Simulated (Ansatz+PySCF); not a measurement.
**singlet F2: levels of theory in one basis**

```xyz
2

F     0.0000    0.0000   -0.9291
F     0.0000    0.0000    0.9291
```

Basis set: STO-3G (spherical functions). Frozen core: 2 orbitals. Charge 0, multiplicity 1.

Computed with Ansatz (development build ahead of 0.2.0); each method stands on the lowest determinant of its kind that the runs found.

```json
{"method": "RHF", "E − E(RHF) (eV)": "0.00", "<S²> of the determinant": "0.00"}
{"method": "UHF", "E − E(RHF) (eV)": "-5.17", "<S²> of the determinant": "0.93"}
{"method": "RHF-MP2", "E − E(RHF) (eV)": "-3.52", "<S²> of the determinant": "–"}
{"method": "UHF-MP2", "E − E(RHF) (eV)": "-5.19", "<S²> of the determinant": "0.93"}
{"method": "RHF-CCSD", "E − E(RHF) (eV)": "-5.72", "<S²> of the determinant": "–"}
{"method": "RHF-CCSD(T)", "E − E(RHF) (eV)": "-5.72", "<S²> of the determinant": "–"}
{"method": "full CI (lowest root of this spin)", "E − E(RHF) (eV)": "-5.72", "<S²> of the determinant": "–"}
```

At such a shape the full CI root can have another spatial symmetry than the determinants, so the rows needn't describe one state.

(1) Is a single determinant a sound starting point here?

Answers

(1) It is doubtful. Unrestricted orbitals lower Hartree–Fock by 5.17 eV and <S²> is 0.93 where a pure state has 0.00, a sign of strong static correlation.

Caution for RHF, RHF-MP2, RHF-CCSD, RHF-CCSD(T): an unrestricted determinant lies well below. Caution for UHF, UHF-MP2: the unrestricted determinant is a mixture of spin states; the determinant may break the point group. Caution for RHF-MP2, UHF-MP2: large amplitudes, a single reference is doubtful. Caution for RHF-MP2: the program doubts this total. Caution for RHF-CCSD, RHF-CCSD(T): very large amplitudes, the method is breaking down; the amplitudes may be one of several solutions.
